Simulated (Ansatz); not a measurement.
```yaml
crystal:
  periodic: [false, false, false]
  atoms:
    - {symbol: C, position_ang: [0.049071, 0.697990, -0.232035]}
    - {symbol: C, position_ang: [-0.057210, -0.062431, 0.200931]}
    - {symbol: N, position_ang: [0.095718, -0.806363, -0.190147]}
    - {symbol: O, position_ang: [-0.023845, -1.382803, 0.270929]}
    - {symbol: H, position_ang: [-0.043106, 1.191446, 0.015881]}
    - {symbol: H, position_ang: [0.273022, 0.636302, -0.995886]}
    - {symbol: H, position_ang: [-0.281143, -0.097448, 0.826760]}
basis:
  gaussian: {orbitals: aug-pcseg-2}
total_charge: -1
magnetization: {spin_polarized: true, initial_magnetization: 1}
hamiltonian: {xc: {name: wB97X-V}}
```

```sh
$ ansatz run in.yaml --threads 4 --pin off --events-out ev --progress --plain --max-ram 10444MiB
```

Shortened log:

```
Functional definition: wB97X-V
966 factors; their error is unknown
436 factors; integrals over basis functions are off by at most 2.8e-5 eV
mean field evaluation 1: about -5522.2981 eV, gradient 9.5e1 eV
mean field evaluation 2: about -5168.4019 eV, gradient 1.9e2 eV
mean field evaluation 4: about -5547.7322 eV, gradient 3.5e1 eV
mean field evaluation 8: about -5554.7255 eV, gradient 1.6e0 eV
mean field evaluation 16: about -5555.7043 eV, gradient 1.8e-1 eV
mean field evaluation 32: about -5555.7290 eV, gradient 4.1e-5 eV
a density is far from that of the atoms, so the factors are made again for it
1550 factors; integrals over basis functions are off by at most 8.4e-4 eV
439 factors; integrals over basis functions are off by at most 2.3e-5 eV
mean field -5555.72917592 eV, -204.1692814064 hartree, gradient 1.0e-5 eV, S^2 0.752736; 0 other end points of the search recorded, 2 dependent functions left out
reference -5555.72917852 eV, -204.1692815022 hartree; 16, 15 occupied and 235, 236 virtual orbitals, 1550 factors
Total energy: -5555.72917852 eV, -204.1692815022 hartree
```

In this input the geometry is squeezed to about two thirds of its size. The run converged. The result belongs to that input, not to the molecule as meant.
